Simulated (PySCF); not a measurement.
Structure problem from calculated spectra and properties.

Formula: C2H2N2S.

| Item | Value |
| --- | --- |
| 1H NMR | chemical shifts (computed TMS as zero) by class: 8.71 (2 H) ppm [GIAO PBE0/pcSseg-1] |
| Rotational structure | rotational constants A, B, C: 9.139, 5.589, 3.468 GHz [GFN2-xTB] |
| NMR, other nuclei | isotropic shieldings of nuclei other than C and H, by class: -138 (2 N), 215 (1 S) ppm [GIAO PBE0/pcSseg-1] |
| Dipole | 3.21 D [PBE0/pcSseg-1] |
| 13C NMR | chemical shifts (computed TMS as zero) by class: 152.7 (2 C) ppm [GIAO PBE0/pcSseg-1] |

The electronic properties come from PySCF, for the isolated species, density fitting. Levels stand in brackets. Geometry: GFN2-xTB; no solvent, vibrations or thermal averaging. NMR values are class means; diastereotopic atoms form classes of their own.

**Question.** Give a SMILES that accounts for the data.

**Answer.** Numbering: `[cH:1]1[n:2][n:3][cH:4][s:5]1`. Its formula, C2H2N2S, gives 3 degrees of unsaturation: 1 ring and 2 π bonds in the structure found (Kekulé form). 2 carbons fall into 1 class: aromatic CH next to a ring nitrogen [C1/C4] (152.7 ppm, 2 C). All hydrogens form one class (8.71 ppm): aromatic hydrogen. The other shieldings belong to: -138 ppm, pyridine-type nitrogen [N2/N3]; 215 ppm, thiophene-type sulfur [S5]. The optimised geometry has point group C2v and is an asymmetric top. Structure: `n1cscn1` (1,3,4-thiadiazole). Computed isomers that give other values at the same levels: `c1cnsn1` (smallest rotational constant: 3.676 GHz; this holds for the one conformer computed); `c1ncsn1` (13C chemical shifts (computed TMS as zero) by class: 179.2 (1 C), 165.7 (1 C) ppm). The assignments are read from this structure; whether some other isomer fits the data as well wasn't checked.
